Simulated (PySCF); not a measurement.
Species: 1,2-propanediol, C₃H₈O₂.
Z-matrix (Å and degrees, PBE0-D3(BJ)/def2-SVP geometry), rows numbered from 1:
```
C 
C   1  1.5174
O   2  1.4166  1  111.36
C   2  1.5223  1  112.48  3  -116.85
O   4  1.3971  2  110.93  1    63.21
H   1  1.1025  2  111.19  3   -57.13
H   1  1.1004  2  111.04  3  -176.74
H   1  1.0997  2  109.75  3    63.47
H   2  1.1093  1  109.64  3   122.48
H   3  0.9619  2  108.72  1    44.98
H   4  1.1087  2  108.31  1  -173.74
H   4  1.1015  2  110.03  1   -56.52
H   5  0.9671  4  104.89  2    48.26
```

Method used: PBE0-D3(BJ)/def2-SVP geometry optimisation, gas phase in PySCF 2.14.0.

Masses are those of the commonest isotopes; rigid-rotor values at the optimised geometry. The values belong to one conformer with, in the numbering `[CH3:1][C@H:2]([OH:3])[CH2:4][OH:5]`, C1–C2–O3–H 45°, C1–C2–C4–O5 63°, C2–C4–O5–H 48°.

Q: What are A, B and C (MHz)?

A: Ia = 74.90, Ib = 118.45, Ic = 146.12 u·Å²; 505379 MHz·u·Å²/I gives A = 6747, B = 4267, C = 3459 MHz.

Q: Classify the top.

A: An asymmetric top. Ray's parameter κ = (2B − A − C)/(A − C) = -0.509; −1 is the prolate and +1 the oblate limit.

Q: Is it planar, by Δ = Ic − Ia − Ib?

A: Not planar: Δ = Ic − Ia − Ib = -47.23 u·Å². For a rigid frame Δ = −2 Σ m c², so Σ m c² = 23.61 u·Å² lies off the ab plane: 8.74 from hydrogen and 14.87 from heavier atoms. The atom farthest from that plane is 1.49 Å away.

Q: Give the coordinates in the principal-axis frame, origin at the centre of mass.

A: The sense of each axis is arbitrary; atoms in the order of the calculation.
```
atom  mass (u)   a (Å)   b (Å)   c (Å)
  C1    12.000  -1.209   1.118   0.302
  C2    12.000  -0.591  -0.018  -0.492
  O3    15.995  -0.712  -1.252   0.193
  C4    12.000   0.908   0.159  -0.692
  O5    15.995   1.581   0.140   0.532
  H6     1.008  -2.269   0.916   0.526
  H7     1.008  -1.163   2.063  -0.260
  H8     1.008  -0.663   1.250   1.248
  H9     1.008  -1.072  -0.080  -1.490
 H10     1.008  -1.607  -1.328   0.536
 H11     1.008   1.266  -0.641  -1.371
 H12     1.008   1.112   1.124  -1.182
 H13     1.008   1.234  -0.636   0.994
```

Q: Where do the levels up to J = 2 lie, in MHz?

A: Above 0(0,0):
J = 1: 1(0,1) 7725, 1(1,1) 10206, 1(1,0) 11014
J = 2: 2(0,2) 23009, 2(1,2) 24848, 2(1,1) 27272, 2(2,1) 34714, 2(2,0) 34881
The levels of one J sum to (2J + 1)J(J + 1)(A + B + C)/3.

Q: Which lines would a microwave search look for?

A: The dipole components are |μa| = 2.45 D, |μb| = 0.08 D, |μc| = 0.38 D. The squared components, which scale the intensities, stand as 1.00 : 0.00 : 0.02 (a : b : c). Some lines, for components of 0.1 D or more:

```tsv
type	branch	J(Ka,Kc)	MHz	lower level (cm⁻¹)
a	Q	1(1,0) ← 1(1,1)	808	0.340
c	Q	2(1,2) ← 2(0,2)	1840	0.767
a	Q	2(1,1) ← 2(1,2)	2424	0.829
c	Q	1(1,1) ← 1(0,1)	2480	0.258
c	Q	2(2,1) ← 2(1,1)	7441	0.910
a	R	1(0,1) ← 0(0,0)	7725	0.000
c	R	1(1,0) ← 0(0,0)	11014	0.000
a	R	2(1,2) ← 1(1,1)	14643	0.340
a	R	2(0,2) ← 1(0,1)	15283	0.258
a	R	2(1,1) ← 1(1,0)	16259	0.367
c	R	2(1,1) ← 1(0,1)	19547	0.258
c	R	2(2,0) ← 1(1,0)	23867	0.367
c	R	2(2,1) ← 1(1,1)	24508	0.340
```

Q: Estimate the classical rotational partition function at 200 K, 298.15 K and 500 K.

A: Point group C1, symmetry number σ = 1; q = (√π/σ)·√((kT/h)³/(ABC)), k/h = 20836.6 MHz/K: 47800 at 200 K, 87000 at 298.15 K, 189000 at 500 K.

No PBE0-D3(BJ)/def2-SVP frequencies stand behind this structure, so it isn't proved a minimum. These are rigid-rotor constants of the computed structure; measured ground-state constants (B0) also hold zero-point vibration. A rigid rotor knows nothing of internal rotation, which can split or shift real lines.
